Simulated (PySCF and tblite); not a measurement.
4 constitutional isomers of C5H9F:

| isomer | SMILES |
| --- | --- |
| A | [F:1][CH2:2][CH:3]1[CH2:4][CH2:5][CH2:6]1 |
| B | [F:1][CH:2]1[CH2:3][CH2:4][CH2:5][CH2:6]1 |
| C | [CH3:1][C@@H:2]1[CH2:3][CH2:4][C@@H:5]1[F:6] |
| D | [CH3:1][C@H:2]([F:3])[CH:4]1[CH2:5][CH2:6]1 |

Measured ¹³C shifts of one of them (ppm against TMS, one entry a carbon; solvent not stated per compound (mostly CDCl3 or CCl4); Pretsch, Buehlmann, Badertscher, Structure Determination of Organic Compounds, 4th ed. (2009)): 95.5, 32.8, 32.8, 22.5, 22.5.

Protocol: conformer search, at most 3 conformers an isomer, GFN2-xTB geometries, energies CAM-B3LYP/def2-TZVP (IEF-PCM, chloroform) (D3(BJ) added where defined), GIAO shieldings B3LYP/pcSseg-1 (IEF-PCM, chloroform), weights at 298.15 K with GFN2-xTB thermal terms. Programs: PySCF with density fitting and tblite.

Computed shifts in falling order:

```csv
carbon,measured,A,B,C,D
1,95.5,93.7,102.2,93.4,102.2
2,32.8,38.3,40.5,40.4,24.7
3,32.8,24.3,40.5,31.4,20.8
4,22.5,24.3,30.9,21.7,6.1
5,22.5,18.4,30.9,17.5,3.2
```

Problem. Which structure fits the measured spectrum?

Solution. After a straight-line fit of each column to the measured values (slope held to 0.85 to 1.15; an offset alone for few or close values), with errors scored by one-sided Student-t tails (width 2 ppm, 10 degrees of freedom):

| isomer | slope | mean error (ppm) | largest error | P (%) |
| --- | --- | --- | --- | --- |
| A | 1.000 | 4.05 | 7.1 | 0.0 |
| B | 1.000 | 0.50 | 1.1 | 100.0 |
| C | 1.000 | 3.17 | 7.9 | 0.0 |
| D | 1.000 | 7.27 | 16.5 | 0.0 |

The score favours B, which is the compound measured. Its computed assignment: ¹H (against TMS): 5.46 (H2, 1H), 2.07 (H3a/H6a, 2H), 1.95 (H3b/H6b, 2H), 1.83 (H4a/H5a, 2H), 1.52 (H4b/H5b, 2H). ¹³C (against TMS): 102.2 (C2), 40.5 (C3/C6), 30.9 (C4/C5).

Shifts are unscaled: against experiment ¹³C can be off by 15 ppm or more and ¹H by 0.8 ppm. A force-field rotamer fell away at GFN2-xTB, so the set may lack it. GFN2-xTB leaves a saturated small ring flat here that puckers in reality.
